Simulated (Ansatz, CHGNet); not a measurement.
## Wurtzite CdS: properties by level of theory

Reference values: lattice constant a 4.136 Å (measured, temperature not stated, no zero-point or thermal correction; as tabulated in Biswas et al. (2022), arXiv:2106.08875); lattice parameter c 6.714 Å (measured, temperature not stated, no zero-point or thermal correction; as tabulated in Biswas et al. (2022), arXiv:2106.08875).

```tsv
level (code)	equilibrium lattice constant a (Å)	c axis length (Å)
CHGNet 0.3.0	4.185	6.918
PBE-D3(BJ) (Ansatz)	4.145	6.745
rVV10 (Ansatz)	4.198	6.850
r²SCAN (Ansatz)	4.164	6.766
r²SCAN-D4 (Ansatz)	4.148	6.741
r²SCANh (Ansatz)	4.158	6.756
```

Differences from the reference values (errors of the level alone only where the reference is corrected to a static lattice):

| level | lattice constant a (%) | lattice parameter c (%) |
|---|---|---|
| CHGNet 0.3.0 | +1.18 | +3.04 |
| PBE-D3(BJ) | +0.22 | +0.46 |
| rVV10 | +1.50 | +2.03 |
| r²SCAN | +0.68 | +0.77 |
| r²SCAN-D4 | +0.29 | +0.40 |
| r²SCANh | +0.53 | +0.63 |

Nearest: lattice constant a, not ranked (reference at room or unstated temperature); lattice parameter c, not ranked (reference at room or unstated temperature).

Machine-learned potentials (CHGNet 0.3.0) are trained on DFT data: a solid inside that data is no test of them.

Ansatz's density-functional and Hartree–Fock values are scalar-relativistic unless marked +SOC, with PAW data made under PBE.

Differences are worked out from the printed values.

Computed values are for the static lattice.

Ansatz is a program for electronic structure.
